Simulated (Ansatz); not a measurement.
The inner images of a band of ClH + FH3Si (7 atoms, charge 0, multiplicity 1) are given out of order.

These are results of RKS B3LYP/def2-SVP (Ansatz), not measurements.

First end point:

```xyz
7
Properties=species:S:1:pos:R:3
Si 0.315 0.000 -0.136
F 0.037 0.000 1.486
H 1.789 0.000 -0.326
H -0.292 1.227 -0.708
H -0.292 -1.227 -0.708
Cl -3.135 0.000 1.558
H -1.894 0.000 1.930
```

Last end point:

```xyz
7
Properties=species:S:1:pos:R:3
Si -0.295 0.264 -0.395
F -0.301 -1.040 2.431
H 0.906 0.733 0.335
H -0.413 0.956 -1.704
H -0.306 -1.206 -0.582
Cl -2.005 0.807 0.715
H -1.058 -0.513 2.297
```

Problem. Put them in order from the first end to the last, with their energies above the first end.
A.
```xyz
7
Properties=species:S:1:pos:R:3
Si -0.161 0.040 -0.083
F -0.083 -0.340 1.826
H 1.302 0.279 0.078
H -0.585 1.128 -1.002
H -0.427 -1.318 -0.603
Cl -2.383 0.365 0.970
H -1.135 -0.153 1.910
```
B.
```xyz
7
Properties=species:S:1:pos:R:3
Si -0.001 -0.008 -0.045
F -0.011 -0.301 1.668
H 1.439 0.264 -0.012
H -0.582 1.120 -0.846
H -0.404 -1.306 -0.629
Cl -2.504 0.328 1.123
H -1.409 -0.097 1.837
```
C.
```xyz
7
Properties=species:S:1:pos:R:3
Si 0.147 -0.037 -0.062
F 0.032 -0.215 1.590
H 1.594 0.210 -0.174
H -0.572 1.112 -0.675
H -0.334 -1.309 -0.652
Cl -2.725 0.288 1.233
H -1.613 -0.049 1.837
```
D.
```xyz
7
Properties=species:S:1:pos:R:3
Si 0.263 -0.039 -0.096
F 0.068 -0.145 1.537
H 1.717 0.142 -0.324
H -0.497 1.133 -0.595
H -0.232 -1.304 -0.694
Cl -2.987 0.201 1.386
H -1.803 0.013 1.882
```
E.
```xyz
7
Properties=species:S:1:pos:R:3
Si -0.262 0.091 -0.169
F -0.108 -0.461 2.022
H 1.172 0.343 0.191
H -0.550 1.118 -1.185
H -0.410 -1.310 -0.624
Cl -2.267 0.446 0.822
H -1.047 -0.227 2.040
```
F.
```xyz
7
Properties=species:S:1:pos:R:3
Si -0.323 0.192 -0.377
F -0.183 -0.808 2.412
H 0.889 0.534 0.402
H -0.404 1.041 -1.589
H -0.372 -1.251 -0.712
Cl -2.087 0.656 0.696
H -0.993 -0.364 2.264
```
G.
```xyz
7
Properties=species:S:1:pos:R:3
Si -0.309 0.137 -0.280
F -0.130 -0.611 2.227
H 1.024 0.421 0.318
H -0.485 1.092 -1.390
H -0.394 -1.290 -0.670
Cl -2.165 0.539 0.739
H -1.013 -0.288 2.152
```

Solution. D (+0.4 kcal/mol), C (+5.6 kcal/mol), B (+20.9 kcal/mol), A (+34.8 kcal/mol), E (+27.2 kcal/mol), G (+15.9 kcal/mol), F (+9.8 kcal/mol).

Run time: 2.3 min on 1 thread of Arm Neoverse V2 (shared host), peak memory 0.13 GiB.
